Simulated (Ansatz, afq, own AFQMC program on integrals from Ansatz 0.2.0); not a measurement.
**Where AFQMC and coupled cluster stand for NHO, triplet**

| atom | x (Å) | y (Å) | z (Å) |
| --- | --- | --- | --- |
| N | 0.0000 | -0.0137 | 0.6007 |
| O | 0.0000 | -0.0299 | -0.6123 |
| H | 0.0000 | 0.6658 | 1.3722 |

Connectivity, by distances: NH–O.

Basis cc-pVDZ. Noble-gas cores (and the filled d shells of Ga–Kr and In–Xe) are frozen. Ansatz 0.2.0 and our own AFQMC program on the same integrals; the CISD trial comes from CCSD amplitudes, and released means the phaseless constraint is let go. Error bars are statistical, one sigma.

Determinant: UHF, the one that the program's search chose, which needn't be the lowest solution. The geometry is a point of a scan.

No full CI on the walks' own integrals is used here; CCSDT(Q) serves as the reference and is uncertain by about the last step of the cluster series.

Cautions: lower spins were not checked.

The T1 diagnostic is 0.0194 and the weight of the determinant in the CISD state is 0.899. The ⟨S²⟩ of the determinant is 2.030 and the size of the correlated space is 12 electrons in 31 orbitals.

Reference: CCSDT(Q), correlation energy -9.358 eV. The released energy is read at 2.40 1/Eh (meV from the phaseless value at times in 1/Eh: 3 ± 15 at 0.24, -17 ± 14 at 0.51, -45 ± 15 at 0.99, -30 ± 22 at 1.62, -47 ± 20 at 2.40).

```
         level  E − E(reference) (kJ/mol)  share of correlation (%)
            HF                      902.9                      0.00
           MP2                       63.9                     92.92
          CCSD                       28.8                     96.81
       CCSD(T)                        4.6                     99.49
         CCSDT                        3.5                     99.62
   ph-AFQMC/HF                  7.2 ± 8.5                     99.20
 ph-AFQMC/CISD                  4.0 ± 1.6                     99.56
released AFQMC                 -0.5 ± 1.9                    100.05
```

A walk keeps the symmetry of its determinant, which the program's search chose and which needn't be the lowest solution, so a lower state of the same spin and another symmetry isn't excluded. Released energies are given only where the last usable release times agree within the noise; a slower fall can still hide under it.
